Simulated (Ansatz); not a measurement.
Two isomers of C3H6FN: A = `C/C=N/CF`, B = `NC1(F)CC1`.

Isolated molecules relaxed with PBE0-D4/def2-TZVP in Ansatz; ΔE leaves out vibrations. CCSD(T)/CBS adds triple-zeta CCSD(T) − MP2 to the extrapolated MP2 energy (def2 sets, frozen cores). Functionals use def2-TZVPP. B3LYP here is the variant with VWN-RPA as its local correlation; programs differ in this. Each species was taken in one conformer, which may not be the lowest.

Task: Which isomer does CCSD(T)/CBS put lower? Give the gap. (An estimate is asked.)

Result: The calculation gave: A, by 3.0 kcal/mol.

Task: Give E(B) − E(A) in kcal/mol with B3LYP, CCSD/def2-TZVPP, r2SCAN-D4, CCSD(T)/def2-TZVPP, B3LYP-D4, MP2/def2-TZVPP, PBE0-D4. (Estimate.)

Result: Computed: B3LYP 5.7, CCSD/def2-TZVPP 3.3, r2SCAN-D4 1.1, CCSD(T)/def2-TZVPP 3.6, B3LYP-D4 5.1, MP2/def2-TZVPP 1.1, PBE0-D4 -0.6. The order is the other way round with PBE0-D4.

Largest T1 diagnostic: 0.012.

In def2-TZVPP, CCSD(T) changes the Hartree–Fock value by −3.8 kcal/mol (the triples alone add +0.3 kcal/mol) and MP2 by −6.4 kcal/mol. From PBE to PBE0 (25 % exact exchange), in def2-TZVPP and without D4, E(B) − E(A) moves by −2.2 kcal/mol.
